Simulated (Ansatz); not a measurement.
# BHS: vertical ionisation energy

How much energy removes an electron from BHS at fixed geometry? The cation is run at each level and the neutral's energy taken from earlier runs.

Program: Ansatz 0.2.0, Gaussian basis. Level of theory: unrestricted cation, the program's frozen cores in correlated methods. These are calculated values, not measurements.

Levels to be run: UKS PBE-D4/def2-TZVPP; UKS r2SCAN-D4/def2-TZVPP; UKS PBE0-D4/def2-TZVPP; UKS B3LYP-D4/def2-TZVPP; UKS wB97X-V/def2-TZVPP; UKS wB97M-V/def2-TZVPP; UKS B2PLYP/def2-TZVPP; UHF-CCSD(T)/def2-TZVPP; UHF-CCSD(T)/def2-QZVPP; extrapolation to the limit; then −ε(HOMO) from the neutral's earlier runs with LDA (SPW92), PBE-D4, revPBE-D4, BLYP-D4, r2SCAN-D4, B97M-V, PBE0-D4, B3LYP-D4, r2SCANh-D4, r2SCAN0-D4, HSE06-D4, BHLYP-D4, CAM-B3LYP-D4, LC-ωPBE, ωB97X-V, ωB97M-V.

## Step 1: The geometry

The geometry comes from an earlier relaxation with PBE0-D4 in a triple-zeta def2 set; it is a stationary point.

3 atoms, charge 0, spin multiplicity 1.

Atoms are counted from 1 here; the program's logs count them from 0.

Bond lengths: B1–S2 1.598 Å, B1–H3 1.175 Å. Angles: S2–B1–H3 180.0°.

## Step 2: Cation, UKS PBE-D4/def2-TZVPP

Contents of in.yaml:

```yaml
crystal:
  periodic: [false, false, false]
  atoms:
    - {symbol: B, position_ang: [-0.038631, -0.014314, 0.134807]}
    - {symbol: S, position_ang: [0.399156, 0.147542, -1.393323]}
    - {symbol: H, position_ang: [-0.360535, -0.133228, 1.258507]}
basis:
  gaussian: {orbitals: def2-TZVPP}
total_charge: 1
magnetization: {spin_polarized: true, initial_magnetization: 1}
hamiltonian: {xc: pbe, dispersion: d4}
```

On the command line:

```console
ansatz run in.yaml --threads 2 --pin off --events-out ev --progress --plain --max-ram 22528MiB --backend cpu
```

Further steps of the session: Cation, UKS r2SCAN-D4/def2-TZVPP; Cation, UKS PBE0-D4/def2-TZVPP; Cation, UKS B3LYP-D4/def2-TZVPP; Cation, UKS wB97X-V/def2-TZVPP; Cation, UKS wB97M-V/def2-TZVPP; Cation, UKS B2PLYP (frozen core)/def2-TZVPP; Cation, UHF-CCSD(T)/def2-TZVPP; Cation, UHF-CCSD(T)/def2-QZVPP.

Before running them: what should the planned runs give, taken together? Wanted: ionisation energy, CCSD(T)/CBS; nearest functional by difference; nearest −ε(HOMO); −ε(HOMO) of PBE; T1 of the cation.

The runs gave:

```
                        quantity               value
  ionisation energy, CCSD(T)/CBS            11.29 eV
nearest functional by difference   PBE-D4 (-0.06 eV)
                nearest −ε(HOMO)  LC-ωPBE (-0.07 eV)
                 −ε(HOMO) of PBE             7.41 eV
                T1 of the cation               0.017
```

**Reading.** Energy differences with functionals land within 0.21 eV of the reference. The PBE orbital energy is 3.9 eV too small: a semilocal HOMO is no ionisation energy. Among orbital estimates LC-ωPBE comes nearest. Hartree-Fock falls 1.55 eV short, as the neutral has more correlation energy than the cation.
